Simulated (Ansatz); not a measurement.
## 1T (CdI2-type) HfS2: properties by level of theory

Reference values: lattice constant a 3.635 Å (measured, temperature not stated, not corrected to a static lattice; as tabulated in Björkman (2014), arXiv:1406.2436); lattice parameter c 5.83 Å (measured, temperature not stated, zero-point anharmonic expansion removed (computed with revB86b-DF2); no thermal correction; as tabulated in Björkman (2014), arXiv:1406.2436).

```
level (code)           lattice constant a (Å)  lattice parameter c (Å)
---------------------  ----------------------  -----------------------
PBE+SOC (Ansatz)                        3.649                    6.822
PBEsol+SOC (Ansatz)                       [?]                    5.943
PBE-D4 (Ansatz)                           [?]                    5.861
HSE06-D3(BJ) (Ansatz)                   3.598                      [?]
```

Q: Fill in the missing entries.

A: 
- PBEsol+SOC (Ansatz, a quantum-chemistry and plane-wave program), lattice constant a (Å): 3.590
- PBE-D4 (Ansatz), lattice constant a (Å): 3.616
- HSE06-D3(BJ) (Ansatz), lattice parameter c (Å): 5.684

Differences from the reference values (errors of the level alone only where the reference is corrected to a static lattice):

```
level         lattice constant a (%)  lattice parameter c (%)
------------  ----------------------  -----------------------
PBE+SOC                        +0.39                    +17.0
PBEsol+SOC                     -1.24                    +1.94
PBE-D4                         -0.52                    +0.53
HSE06-D3(BJ)                   -1.02                    -2.50
```

Nearest: lattice constant a, not ranked (reference at room or unstated temperature); lattice parameter c, not ranked (reference at room or unstated temperature).

Caveats: for a layered or molecular solid the relaxed cell lies over 5 % above the published volume, where the minimum can be shallow (PBE+SOC); the cell comes from a level without a dispersion term, which matters for the spacing of layers, chains or molecules (PBE+SOC, PBEsol+SOC). Ansatz's density-functional and Hartree–Fock values are scalar-relativistic unless marked +SOC, with PAW data made under PBE.

Differences are worked out from the printed values.

Computed values are for the static lattice.
